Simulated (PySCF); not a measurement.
Dissociation curve of LiH, singlet.

- RKS-PBE0 = restricted PBE0/cc-pVTZ run with PySCF 2.14.0
- UCCSD(T) = CCSD(T) on UHF/cc-pVTZ (PySCF)

Energies relative to the lowest point of each curve near equilibrium, in kcal/mol:

| R / Å | RKS-PBE0 |
|---|---|
| 1.21 | 18.4 |
| 1.28 | 11.2 |
| 1.35 | 6.2 |
| 1.65 | 0.2 |
| 1.69 | 0.6 |
| 1.74 | 1.3 |
| 1.86 | 3.8 |
| 1.99 | 7.4 |
| 2.63 | 29.3 |
| 3.55 | 55.0 |
| 5.55 | 80.1 |
| 6.33 | 83.9 |

**Question.** Estimate the UCCSD(T) values at these points.

**Answer.** 1.21: 18.3; 1.28: 11.2; 1.35: 6.2; 1.65: 0.2; 1.69: 0.6; 1.74: 1.3; 1.86: 3.8; 1.99: 7.5; 2.63: 28.6; 3.55: 49.7; 5.55: 56.9; 6.33: 57.0 (kcal/mol).

At the longest distance RKS-PBE0 leaves fractional charges on the fragments, a sign of delocalisation error or of the restricted form. The restricted form behind RKS-PBE0 keeps the bonding electrons paired and can't separate into open-shell fragments. The unrestricted determinant behind UCCSD(T) is spin-contaminated at 2.42 to 6.33 Å (<S²> up to 1.0, against 0.00 for a pure singlet).
